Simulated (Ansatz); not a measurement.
Density of states of SiO2 (P6_522, a = 7.298 Å, b = 7.298 Å, c = 7.016 Å, α = 90.00°, β = 90.00°, γ = 120.00°), in states per eV and primitive cell, averaged over bins of 0.5 eV. The calculation used DFT r2SCAN, scalar-relativistic, plane waves, PAW (Ansatz).

Settings: cutoff 500 eV, Γ-centred mesh 6×6×4 on the computed 18-atom cell, Gaussian smearing of 0.02 eV; no spin polarisation.

The cell is relaxed at this level. The states (both spins) are summed by tetrahedra on a 9×9×6 mesh at the self-consistent density. Energies are bin centres; the table starts no lower than −8 eV and ends at 6 eV, or lower where the solved bands end.

The gap is 6.37 eV at this level, with the zero inside it.

```csv
E − E_F (eV),total,O 2p,Si 3p,O 2s,Si 3s
-6.00,18.47,15.83,1.70,0.58,0.02
-5.50,9.80,9.05,0.39,0.13,0.02
-5.00,26.64,24.98,0.93,0.21,0.00
-4.50,13.47,12.56,0.51,0.16,0.01
-4.00,3.43,3.24,0.10,0.04,0.00
-3.50,20.34,19.84,0.23,0.05,0.00
-3.00,3.86,3.80,0.02,0.01,0.00
-2.50,0.00,0.00,0.00,0.00,0.00
-2.00,0.00,0.00,0.00,0.00,0.00
-1.50,0.00,0.00,0.00,0.00,0.00
-1.00,0.00,0.00,0.00,0.00,0.00
-0.50,0.00,0.00,0.00,0.00,0.00
0.00,0.00,0.00,0.00,0.00,0.00
0.50,0.00,0.00,0.00,0.00,0.00
1.00,0.00,0.00,0.00,0.00,0.00
1.50,0.00,0.00,0.00,0.00,0.00
2.00,0.00,0.00,0.00,0.00,0.00
2.50,0.00,0.00,0.00,0.00,0.00
3.00,0.01,0.00,0.00,0.00,0.00
3.50,0.61,0.01,0.08,0.08,0.20
4.00,1.22,0.04,0.28,0.16,0.29
4.50,1.77,0.08,0.53,0.22,0.33
5.00,2.88,0.16,1.03,0.31,0.33
5.50,3.24,0.19,1.15,0.32,0.31
```

The columns after the total are the Löwdin projections on the occupied valence shells of the potentials. The rest of the total lies in shells that are empty in the free atom, which aren't projected, and between the atoms.

This form isn't the usual stable structure of the compound.

Cost: 1 run of about 8.5 core-minutes, on Oxide Virtual Turin-like Processor (Zen 5) (shared hosts).